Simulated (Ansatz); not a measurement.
# Basis or method: vertical ionisation to the singlet of HAlF

HAlF, doublet; coordinates (Å): Al 0.000 -0.115 0.645; F 0.000 0.098 -0.997; H 0.000 1.235 1.517. Quantity: vertical ionisation to the singlet.

Ansatz 0.2.0, basis 6-31G or cc-pVDZ or cc-pVTZ; geometries are PBE0/def2-TZVP minima. Wave-function levels freeze the cores; HF, MP2 and coupled cluster are restricted for singlets and unrestricted otherwise, Kohn–Sham unrestricted where that lies lower. The reference is CCSDT(Q) or CCSDTQ or full CI (coupled cluster only where its series has nearly closed). Semilocal and hybrid functionals correlate all electrons outside any core potential and usually lie nearer their basis limit than the reference, so part of their error here is the reference's basis and frozen-core error; RPA and the MP2 part of double hybrids freeze the same cores as the reference. None of these values is a measured one. Energies are electronic, without zero-point terms. No spin–orbit coupling and no scalar relativity. The species are chosen: bound, without strong static correlation by their natural occupations or amplitudes, in their lowest spin state as far as vertical gaps and like structures tell, with only the lowest ion state computed, and with a ladder that closes on the reference, so errors are smaller than for species at large; levels whose determinant breaks symmetry or spin markedly are left out.

```csv
level,6-31G (eV),cc-pVDZ (eV),cc-pVTZ (eV)
reference,8.153 (full CI),8.360 (CCSDTQ),8.443 (CCSDT(Q))
HF,8.489,8.478,8.435
MP2,8.200,8.342,8.410
CCSD(T),8.155,8.361,8.442
PBE,8.488,8.479,8.481
B3LYP,8.651,8.628,8.631
wB97M-V,8.429,8.371,8.370
RPA-PBE,8.117,8.537,8.776
```

From 6-31G to cc-pVTZ the reference moves by 0.290 eV and PBE by -0.007; the step from CCSD(T) to the reference is -0.002 in the first and 0.001 in the last.
